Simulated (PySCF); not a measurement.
Working out the ionisation energy of Ar

Ar [Ar] (1S) → Ar⁺ [Ne] 3s2 3p5 (2P). Computed with PySCF 2.14 in cc-pVDZ-DK, with scalar relativity by spin-free X2C-1e. Frozen: [Ne]. Energies in hartree (1 hartree = 27.21139 eV):

```
            part   Ar (lower)  Ar⁺ (upper)
             UHF  -528.606011  -528.067311
CCSD correlation    -0.151899    -0.129222
             (T)    -0.001153    -0.001095
```

Problem. What does Hartree-Fock give?

Solution. (-528.067311) − (-528.606011) = 0.538700 hartree = 14.659 eV.

Problem. What do CCSD and CCSD(T) give?

Solution. The CCSD correlation energies differ by 0.022677 hartree = 0.617 eV and the triples by 0.000058 hartree = 0.002 eV, so CCSD gives 15.276 eV and CCSD(T) 15.278 eV.

Measured between the centres of the two terms (NIST): 15.819 eV, so CCSD(T) (valence) is off by -0.541 eV.

A double-zeta basis recovers only part of the correlation energy.

What remains against the reference includes basis incompleteness, the frozen core and higher excitations.
